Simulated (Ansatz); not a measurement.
C2HClS, SMILES `S=C=CCl`. The species carries charge 0 and has multiplicity 1. All single points use the PBE0-D4/def2-TZVP geometry.

```xyz
5

S    -1.074    0.724    1.923
C    -0.336    0.307    0.630
C     0.291   -0.040   -0.465
Cl    0.279   -1.666   -1.027
H     0.840    0.676   -1.061
```

(1) What is the dipole moment at B3LYP/def2-TZVPP? (An estimate is asked.)

(2) And with PBE, r2SCAN, ωB97M-V? (An estimate is asked.)

(3) Give the Mulliken charges with B3LYP, r2SCAN, ωB97M-V in def2-TZVPP. (Best estimate.)

Answers

(1) Computed: 0.98 D, with components (0.27, 0.94, -0.08) D in this frame, pointing from negative to positive charge.

(2) Ansatz gave: PBE 0.93 D, r2SCAN 0.99 D, ωB97M-V 1.00 D.

(3) Computed: 
```csv
atom,B3LYP,r2SCAN,ωB97M-V
S1,-0.07,-0.04,-0.04
C2,0.06,0.04,0.04
C3,-0.06,-0.04,-0.09
Cl4,-0.07,-0.08,-0.04
H5,0.14,0.12,0.13
```

B3LYP here is the variant with VWN-RPA as its local correlation; programs differ in this.
